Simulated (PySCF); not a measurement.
Distances in Å between the heavy atoms of a computed structure (GFN2-xTB; lower triangle, same order across):
```
Cl1   0.00
C2    1.69  0.00
C3    2.80  1.37  0.00
N4    3.86  2.20  1.36  0.00
C5    3.82  2.21  2.20  1.33  0.00
N6    2.68  1.37  2.20  2.15  1.33  0.00
```

Hydrogens: 1 on C3, 1 on N4, 1 on C5, 1 on N6.

Charge +1, singlet.

Read off the bonds between heavy atoms and their formal orders.

Cl1–C2 (single); C2–C3 (aromatic); C3–N4 (aromatic); N4–C5 (aromatic); C5–N6 (aromatic); C2–N6 (aromatic). The orders are those of one drawing; other resonance forms can be drawn.

Which species is it?

`Clc1c[nH+]c[nH]1`, [C3H4ClN2]+. Among its features: pyrrole-type ring nitrogen and C–Cl bond.

Which rings does it hold (smallest set)?

C2–C3–N4–C5–N6 (5 members, 0.00 Å rms from planarity).

Classify the heavy atoms.

Cl1: aryl chlorine; C2: aromatic C–Cl carbon; C3: aromatic CH next to a ring nitrogen; N4: three-coordinate ring nitrogen; C5: aromatic CH next to a ring nitrogen; N6: ring nitrogen.
